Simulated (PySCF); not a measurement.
# Reproducing measurements on C2H2N2S

**Experimental background.**

NIST CCCBDB Release 22 (SRD 101), experimental dipoles lists, for the gas: dipole moment 3.28 ± 0.03 D.

The runs below try to reproduce these values; the comparison stands at the end.

Species: C2H2N2S.
Numbering: `[cH:1]1[n:2][n:3][cH:4][s:5]1` (hydrogens: H6 on C1; H7 on C4)

Geometry (PBE0/def2-SVPD, Å), atoms numbered from 1 in this order:
```xyz
7
C2H2N2S angstrom
C      0.9102    0.2060    0.0651
N      0.4625   -0.8465    0.6757
N     -0.8834   -0.8839    0.7418
C     -1.4466    0.1401    0.1806
S     -0.3290    1.2700   -0.4947
H      1.9693    0.4094   -0.0858
H     -2.5251    0.2835    0.1357
```

The PySCF runs (gas phase, on this PBE0/def2-SVPD geometry; no spin–orbit coupling):

```
                       level                                          job  basis functions  wall time
PBE0/def2-SVPD, grid level 1  geometry optimisation from a GFN2-xTB start              123       20 s
```

Hardware: Arm Neoverse N1, one thread, on a shared host.

## Comparison

**Dipole moment.** Measured: 3.28 D (NIST CCCBDB Release 22 (SRD 101), experimental dipoles).

| level | computed (D) | computed − measured (D) | % (from the printed values) |
| --- | --- | --- | --- |
| PBE0/def2-SVPD | 3.27 | -0.01 | 0 |

The computed dipoles belong to one fixed geometry; measured ones are averaged over vibrations unless marked μe. Magnitudes are compared, not signs.

No measured geometry was used, and the causes of the misses weren't examined.
